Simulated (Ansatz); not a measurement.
# BH5O: the cost of one run

All numbers below are computed with Ansatz 0.2.0 (RKS B3LYP-D4/def2-SVP).

### Step 1. The structure to begin with

Bond lengths: B1–H3 1.190 Å, B1–H4 1.190 Å, B1–O5 1.710 Å, O5–H6 1.010 Å. Angles: H3–B1–H4 120.0°, H3–B1–O5 97.0°, H4–B1–O5 101.2°, B1–O5–H6 109.5°.

Coordinates:

```xyz
7

B     0.0000    0.0000    0.0000
H     0.0000    0.0000    1.5400
H     1.0305    0.0000   -0.5950
H    -1.0305    0.0000   -0.5950
O     0.0715   -1.6212    0.5392
H    -0.4750   -2.2058   -0.0770
H     0.0379   -0.8605    1.5370
```

### Step 2. A restrained relaxation towards end A

Springs on the bonds that form and break draw the guess towards this end; the thresholds are loose.

input.yaml

```yaml
crystal:
  periodic: [false, false, false]
  atoms:
    - { symbol: B, position_ang: [0.0, 0.0, 0.0] }
    - { symbol: H, position_ang: [0.0, 0.0, 1.54] }
    - { symbol: H, position_ang: [1.0305, 0.0, -0.595] }
    - { symbol: H, position_ang: [-1.0305, 0.0, -0.595] }
    - { symbol: O, position_ang: [0.0715, -1.6212, 0.5392] }
    - { symbol: H, position_ang: [-0.475, -2.2058, -0.077] }
    - { symbol: H, position_ang: [0.0379, -0.8605, 1.537] }
basis:
  gaussian: { orbitals: def2-SVP }
hamiltonian:
  xc: b3lyp
  dispersion: d4
relax:
  f_tol: 0.15
  max_steps: 25
  restrain:
    - { distance: [0, 4], at: 2.61, k: 30.0 }
    - { distance: [6, 1], at: 1.86, k: 30.0 }
    - { distance: [0, 1], at: 1.19, k: 30.0 }
    - { distance: [6, 4], at: 1.01, k: 30.0 }
output:
  orbitals: {}
```

The run is started by

```sh
$ ansatz run input.yaml --threads 1 --pin off --max-ram 2048MiB --backend cpu --events-out ev --progress --plain --runs-dir out
```

What time and memory should one allow on 1 thread of AMD EPYC 9R45 (Zen 5), shared host?

About 4.4 s, with a peak of 0.13 GiB.
